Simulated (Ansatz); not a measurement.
# AlF2 (doublet): wave-function methods side by side at angle F2–Al1–F3 = 157.0°, cc-pVDZ

The task here is to estimate one member of a computed series from the others.

Method: cc-pVDZ, core rule «outside noble gas», up to 7 orbitals frozen; program: Ansatz 0.2.0, Gaussian basis.

The runs, in order: UHF; CCSD(T) on ROHF; CCSD(T) on UHF; BCCD(T) on ROHF; CISD; CCSDT(Q) on ROHF; CCSDT(Q) on UHF; CASSCF and MRCISD+Q, 3 electrons in 3 orbitals; CASSCF and NEVPT2, 3 electrons in 3 orbitals.

32 further runs of the same task are left out: 16 for a known fault of the program, 2 for a mislabelled method, 13 that didn't finish, 1 set aside as unsound or not needed.

## What is computed

The geometry derives from a PBE0/def2-TZVP stationary point (not a proven minimum). One angle is set to the value named; bond lengths are kept.

3 atoms, charge 0, spin multiplicity 2.

Atoms are counted from 1 here; the program's logs count them from 0.

Bond lengths: Al1–F2 1.647 Å, Al1–F3 1.647 Å. Angles: F2–Al1–F3 157.0°.

As a file:

```
Al    0.00000   -0.19196    0.00000
F     0.00000    0.13631   -1.61347
F     0.00000    0.13631    1.61347
```

Set-up of the first run:

Contents of in.yaml:

```yaml
crystal:
  periodic: [false, false, false]
  atoms:
    - {symbol: Al, position_ang: [0.000000, -0.191956, 0.000000]}
    - {symbol: F, position_ang: [0.000000, 0.136308, -1.613466]}
    - {symbol: F, position_ang: [0.000000, 0.136308, 1.613466]}
basis:
  gaussian: {orbitals: cc-pVDZ}
magnetization: {spin_polarized: true, initial_magnetization: 1}
hamiltonian: {xc: hf}
output: {orbitals: {seedname: orbitals}}
```

Started as:

```
$ ansatz run in.yaml --threads 1 --pin off --events-out ev --progress --plain --max-ram 2393MiB
```

Among the steps run: UHF; CCSD(T) on ROHF; CCSD(T) on UHF; BCCD(T) on ROHF; CISD; CCSDT(Q) on ROHF; CCSDT(Q) on UHF; CASSCF and MRCISD+Q, 3 electrons in 3 orbitals; CASSCF and NEVPT2, 3 electrons in 3 orbitals.

One of the session's tables, all rows but one given; the rest of the session is left out.

| method | from UCCSDT(Q) (meV) |
| --- | --- |
| ROHF | +11886.6 |
| UHF | +11860.7 |
| RMP2 | +337.2 |
| UMP2 | +328.4 |
| CISD | +1139.2 |
| RCCSD | +245.4 |
| UCCSD | +245.1 |
| RCCSD(T) | +44.0 |
| UCCSD(T) | +43.4 |
| BCCD(T) | +36.6 |
| RCCSDT | +28.3 |
| UCCSDT | +28.0 |
| RCCSDT(Q) | +5.8 |
| UCCSDT(Q) | 0 |
| CASSCF pair | +11444.6 |
| NEVPT2 pair | ? |
| MRCISD pair | +1072.0 |
| MRCISD+Q pair | +232.6 |

Estimate the missing values for NEVPT2 pair.

As computed: from UCCSDT(Q) (meV): +402.0. In the column «from UCCSDT(Q) (meV)» it lies between RMP2 (+337.2) and MRCISD pair (+1072.0).

To keep in mind: Restricted and unrestricted rows rest on different reference determinants; where their highest levels disagree by more than a few hundredths of an eV, they describe different states and don't form one ladder.
